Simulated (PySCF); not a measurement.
Method: PBE-D3(BJ)/def2-TZVP // B3LYP-D3(BJ)/def2-TZVP (PySCF 2.14.0). All species are isolated molecules in the gas phase. One relaxed conformer stands for a flexible species; it need not be the lowest. 

Reference species (SMILES): `S` (neutral, multiplicity 1).

```
Item    Result
----  --------
LUMO  -0.43 eV
HOMO  -6.19 eV
```

Changed species: `SO[SiH3]` (Si–O–S–H torsion 88°) (X = siloxy; the reference has X = H).

Predict the effect on the LUMO and HOMO.

the LUMO falls by 1.76 eV, to -2.19 eV; the HOMO rises by 0.47 eV, to -5.72 eV.
